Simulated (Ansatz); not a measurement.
A made-up structure of CHSSi, doublet:

```json
{"atom": "C1", "x (Å)": "-0.3920", "y (Å)": "-0.2234", "z (Å)": "0.8723"}
{"atom": "Si2", "x (Å)": "-1.9707", "y (Å)": "0.6646", "z (Å)": "0.6781"}
{"atom": "S3", "x (Å)": "0.6359", "y (Å)": "0.1353", "z (Å)": "-0.9438"}
{"atom": "H4", "x (Å)": "1.7268", "y (Å)": "-0.5766", "z (Å)": "-0.6066"}
```

It is relaxed with PBE-D4/def2-SVP and then PBE0-D4/def2-TZVP (Ansatz 0.2.0). Atoms count as bonded within 1.22 times the sum of their covalent radii (H–H: 0.88 Å). The end point is not checked to be a true minimum.

Problem. Does its bonding change? (Judge from chemistry; the calculation decides.)

Solution. By the calculation: No: no bond forms or breaks.

Where it ends: The first stage lowers the energy by 2.01 eV in 8 steps. It ends as CHSSi ([Si][C][SH]):
```csv
atom,x (Å),y (Å),z (Å)
C1,-0.4969,0.1870,0.1310
Si2,-1.8640,0.4127,1.0891
S3,0.7281,0.0873,-0.9399
H4,1.6328,-0.6869,-0.2801
```

Labels in which every atom is bracketed show which atoms are joined, not bond orders.

For scale, one of the runs: PBE0-D4/def2-TZVP relaxation, 111 basis functions, launched by `ansatz run in.yaml --threads 2 --pin off --events-out ev --progress --plain --max-ram 4352MiB`. Hardware: 2 CPU threads of an Intel Xeon Platinum 8223CL, shared host. Wall time about 14 s.
